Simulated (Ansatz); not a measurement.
Relaxed structures of BSiNH3, doublet (PBE0-D4/def2-TZVP; forces vanish, vibrations not checked; lower isomers may exist, and structures with a doubtful reference or unclear bonds are left out; Å). Ansatz 0.2.0; basis: def2-TZVPP; cores frozen in the correlated methods; orbitals are unrestricted.

(1) Rank them by CCSD(T) energy, lowest first, and give each one's height above the lowest. Links in brackets join atoms within 1.22 times the sum of their covalent radii (1.1 for two metals). (To be estimated.)
A.
BSiNH₃ ([NH][B][SiH2])
```
6
angstrom
N 0.9212 -1.7625 1.3381
B 0.4980 -0.7872 0.7018
Si -0.2468 0.6774 -0.3514
H 1.2722 -2.5330 1.8557
H 0.6970 1.2490 -1.3423
H -0.9114 1.7266 0.4591
```
B.
BSiNH₃ ([B]1[NH][SiH2]1)
```
6
angstrom
N -0.3772 0.5449 1.0783
B 0.1883 -0.6898 0.9956
Si -0.2153 0.2501 -0.6701
H -1.5041 0.1602 -1.3980
H 0.7144 1.1740 -1.3635
H -0.6971 1.2220 1.7538
```
C.
BSiNH₃ ([N][B][SiH3])
```
6
angstrom
N 1.0127 -2.2128 1.0533
B 0.5296 -1.1094 0.5401
Si -0.2364 0.5411 -0.2509
H -1.4394 0.1273 -1.0177
H 0.7532 1.1737 -1.1561
H -0.6196 1.4802 0.8312
```

T1 diagnostic: at most 0.026. ⟨S²⟩ of the unrestricted Hartree–Fock references: 0.76 to 0.81 (a pure state has 0.75). The unrestricted reference is spin-contaminated, which hurts MP2 most.

Results:

(1) By the calculation: A (0.00 kcal/mol), B (20.08 kcal/mol), C (41.93 kcal/mol). Heights count from the lowest.

For scale, one of the runs: CCSD(T)/def2-TZVPP, 146 basis functions, launched by `ansatz run in.yaml --threads 2 --pin off --events-out ev --progress --plain --max-ram 4352MiB`. Time: 42 s of wall clock on 2 CPU threads of an Arm Neoverse V2; the host was shared. Peak host memory: 1.9 GiB.
